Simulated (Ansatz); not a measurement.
# What a trial cell of Be2TlSi2 relaxes into

These are results of Ansatz 0.2.0, DFT PBE, scalar-relativistic, plane waves, PAW, not measurements. Cutoff 420 eV, Γ-centred k mesh, Gaussian smearing, no spin polarisation in the final step.

The start puts Be2TlSi2 on the ThCr2Si2 structure type (I4/mmm, No. 139), with Tl in place of Th, Be in place of Cr, at a guessed volume.

```yaml
crystal:
  lattice:
    - [-1.90488, 1.90488, 4.99795]
    - [1.90488, -1.90488, 4.99795]
    - [1.90488, 1.90488, -4.99795]
  atoms:
    - { symbol: Be, position: [0.25000, 0.75000, 0.50000] }
    - { symbol: Be, position: [0.75000, 0.25000, 0.50000] }
    - { symbol: Tl, position: [0.00000, 0.00000, 0.00000] }
    - { symbol: Si, position: [0.62600, 0.62600, 0.00000] }
    - { symbol: Si, position: [0.37400, 0.37400, 0.00000] }
```

Steps on the 6×6×6 mesh (5 atoms). 5 of 5 steps are shown, and the free energy counts from the last. Trial steps that were taken back and renewals of the plane-wave basis can be among the rows.

```csv
step,ΔF (meV/atom),V (Å³/atom),P (GPa),largest force component (eV/Å)
1,64.0,14.51,9.80,0.446
2,7.4,15.84,1.36,0.627
3,1.5,16.09,-0.08,0.222
4,0.6,16.08,-0.09,0.026
5,0.0,16.08,-0.07,0.025
```

A final relaxation ran on a 14×14×14 mesh. The relaxed crystal, I4/mmm (No. 139):

```
Be Tl Si
1.0
    -2.01617    2.01617    4.95074
     2.01617   -2.01617    4.95074
     2.01617    2.01617   -4.95074
Be Tl Si
2 1 2
Cartesian
  2.0162 0.0000 2.4754
  0.0000 2.0162 2.4754
  0.0000 0.0000 0.0000
  0.0000 0.0000 6.1750
  0.0000 0.0000 3.7265
```

```json
{
 "Volume per atom": "16.10 Å³",
 "Density": "5.75 g/cm³",
 "Energy over the elements": "0.38 eV/atom",
 "Gap on the 14×14×14 mesh": "0 eV (a metal)"
}
```

Formation energies are uncorrected and refer to the elements' standard structures at the same level.

The final run used a 14×14×14 mesh on its 5-atom cell and 0.10 eV smearing. For metals, differences of a few meV/atom aren't resolved. Spin–orbit coupling is left out.

Symmetry constrained the relaxation, so the result can be a saddle point.

Cost: 3 runs of about 2.7 core-minutes in all, on Arm Neoverse N1 (shared hosts).